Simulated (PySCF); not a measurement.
Species: C₄H₅F.
Geometry (PBE0-D3(BJ)/def2-SVP, Å), atoms numbered from 1 in this order:
```xyz
10
C4H5F angstrom
C     -1.2027   -0.2318   -0.4227
C     -0.0617    0.1503    0.4929
C      1.2313    0.8047   -0.0493
C      1.2869   -0.4162    0.3657
F      2.0035   -1.4916    0.5585
H     -1.9010    0.6102   -0.5554
H     -1.7796   -1.0745   -0.0086
H     -0.8302   -0.5268   -1.4159
H     -0.4000    0.4638    1.4972
H      1.6477    1.7107   -0.4771
```

The closed-shell ground state was solved at several levels (PySCF, density fitting, gas phase, non-relativistic).

```json
{"level": "B3LYP/pcJ-1", "basis functions": "185", "total energy (Eh)": "-255.1778", "HOMO (eV)": "-7.02", "LUMO (eV)": "0.28", "gap (eV)": "7.30", "dipole (D)": "1.13"}
{"level": "HF/pcSseg-2", "basis functions": "250", "total energy (Eh)": "-253.7944", "HOMO (eV)": "-9.87", "LUMO (eV)": "2.74", "gap (eV)": "12.61", "dipole (D)": "1.41"}
{"level": "PBE/pcSseg-2", "basis functions": "250", "total energy (Eh)": "-254.9739", "HOMO (eV)": "-6.05", "LUMO (eV)": "-0.69", "gap (eV)": "5.36", "dipole (D)": "1.06"}
{"level": "LDA/pcSseg-2", "basis functions": "250", "total energy (Eh)": "-253.1971", "HOMO (eV)": "-6.21", "LUMO (eV)": "-0.95", "gap (eV)": "5.26", "dipole (D)": "1.14"}
{"level": "PBE/def2-SVPD", "basis functions": "143", "total energy (Eh)": "-254.6975", "HOMO (eV)": "-6.09", "LUMO (eV)": "-0.70", "gap (eV)": "5.39", "dipole (D)": "1.13"}
{"level": "OPBE/pcSseg-2", "basis functions": "250", "total energy (Eh)": "-255.1593", "HOMO (eV)": "-6.01", "LUMO (eV)": "-0.52", "gap (eV)": "5.49", "dipole (D)": "1.01"}
{"level": "B3LYP/def2-SVPD", "basis functions": "143", "total energy (Eh)": "-254.9950", "HOMO (eV)": "-7.08", "LUMO (eV)": "0.07", "gap (eV)": "7.15", "dipole (D)": "1.26"}
{"level": "BHandHLYP/def2-SVPD", "basis functions": "143", "total energy (Eh)": "-254.8489", "HOMO (eV)": "-8.37", "LUMO (eV)": "1.19", "gap (eV)": "9.56", "dipole (D)": "1.39"}
{"level": "CAM-B3LYP/def2-SVPD", "basis functions": "143", "total energy (Eh)": "-254.8768", "HOMO (eV)": "-8.65", "LUMO (eV)": "1.32", "gap (eV)": "9.97", "dipole (D)": "1.33"}
{"level": "LDA/def2-SVPD", "basis functions": "143", "total energy (Eh)": "-252.9245", "HOMO (eV)": "-6.25", "LUMO (eV)": "-0.97", "gap (eV)": "5.28", "dipole (D)": "1.20"}
```

Problem. Estimate the row for PBE0/6-31G*, a basis of 80 functions; the other rows only guide the guess.

Solution. Total energy -254.8786 Eh, HOMO -6.94 eV, LUMO 1.02 eV, gap 7.96 eV, dipole 0.95 D.

Problem. Over all these levels, which gives the widest orbital gap and which the narrowest?

Solution. HF/pcSseg-2 (Hartree–Fock, all exact exchange) has the widest, 12.61 eV, and LDA/pcSseg-2 (LDA) the narrowest, 5.26 eV. The two share the basis. From the narrowest to the widest the HOMO moves by -3.66 eV and the LUMO by +3.69 eV.

Problem. In the def2-SVPD basis, how does the gap go with the fixed share of exact exchange?

Solution. LDA (0 %) 5.28 eV; PBE (0 %) 5.39 eV; B3LYP (20 %) 7.15 eV; BHandHLYP (50 %) 9.56 eV. Each rise in the share widens the gap here.

Problem. How far do the dipole and the HOMO energy spread over the levels?

Solution. The dipole runs from 0.95 to 1.41 D (mean 1.18 D) and the HOMO from -9.87 to -6.01 eV.
